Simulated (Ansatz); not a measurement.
# Direct gap at Γ of some tetrahedrally bonded semiconductors and semimetals, all zinc-blende

Method: r²SCAN+SOC (PAW; Ansatz, an electronic-structure program). References are measured values at low temperature.

Values in eV.

```csv
solid,reference,r²SCAN+SOC,error (eV)
zinc-blende GaAs,1.52,0.91,-0.61
zinc-blende GaSb,0.81,0.33,-0.48
zinc-blende InAs,0.42,0.11,-0.31
zinc-blende InSb,0.23,0.01,-0.22
zinc-blende InP,1.42,1.11,-0.31
zinc-blende GaP,2.89,2.34,-0.55
```

Over these 6 solids the mean error is -0.41 eV, the mean absolute error 0.41 eV (median 0.40 eV), and the worst case zinc-blende GaAs at -0.61 eV; the value is below the reference in 6 of 6 cases.

All these references are low-temperature values that still hold zero-point motion.

Differences are worked out from the printed values.

Density-functional gaps are differences of (generalised) Kohn–Sham levels of a static lattice; semilocal ones lie below quasiparticle gaps as a rule. Measured gaps hold zero-point and thermal shifts unless a correction is named.

Cells: r²SCAN+SOC at the measured cell. Ansatz's density-functional and Hartree–Fock values are scalar-relativistic unless marked +SOC, with PAW data made under PBE.

Not in this set, of the tetrahedrally bonded semiconductors and semimetals with a reference value in our tables and a result at some level: 2 for no value at r²SCAN+SOC (not run, a failed fit, a closed gap, an unstable or unbound cell, or a value held back for tests). These can be a level's best or worst cases. At least 1 more with a reference value is held back for tests. Solids without a released value at any level aren't counted. Layered and molecular crystals are counted apart. The metals Ce to Yb are counted apart.

References as tabulated in Vurgaftman et al. (2001), doi:10.1063/1.1368156.
